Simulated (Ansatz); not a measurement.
**Si₂ (triplet): wave-function methods side by side, def2-TZVPP**

One table from this session's results is given with a row withheld; the runs are named, their logs left out.

Computed with Ansatz 0.2.0, Gaussian basis. Level: def2-TZVPP, core rule «outside noble gas», up to 10 orbitals frozen.

To be run: UHF; ROHF; CCSD(T) on UHF.

2 further runs of the same task are left out: 2 set aside as unsound or not needed.

## What is computed

The geometry is a PBE0/def2-TZVP stationary point (not a proven minimum).

2 atoms, charge 0, spin multiplicity 3.

Atoms are counted from 1 here; the program's logs count them from 0.

Bond lengths: Si1–Si2 2.255 Å.

Set-up of the first run:

in.yaml

```yaml
crystal:
  periodic: [false, false, false]
  atoms:
    - {symbol: Si, position_ang: [0.000000, 0.000000, 0.000000]}
    - {symbol: Si, position_ang: [0.000000, 0.000000, 2.254714]}
basis:
  gaussian: {orbitals: def2-TZVPP}
magnetization: {spin_polarized: true, initial_magnetization: 2}
hamiltonian: {xc: hf}
output: {orbitals: {seedname: orbitals}}
```

On the command line:

```sh
ansatz run in.yaml --threads 1 --pin off --events-out ev --progress --plain --max-ram 4096MiB --backend cpu
```

Among the steps run: UHF; ROHF; CCSD(T) on UHF.

One of the session's tables, all rows but one given; the rest of the session is left out.

```
  method  from UCCSD(T) (kcal/mol)
    ROHF                   +128.24
     UHF                   +125.76
    UMP2                         ?
   UCCSD                     +7.09
UCCSD(T)                         0
```

Q: Estimate the row for UMP2 from the others.

**Answer.** from UCCSD(T) (kcal/mol): +26.86. In the column «from UCCSD(T) (kcal/mol)» it lies between UCCSD (+7.09) and UHF (+125.76).

With the free atoms at the same levels and basis (separate runs), the atomisation energy is 3.067 eV at UCCSD(T), 1.921 eV at ROHF.
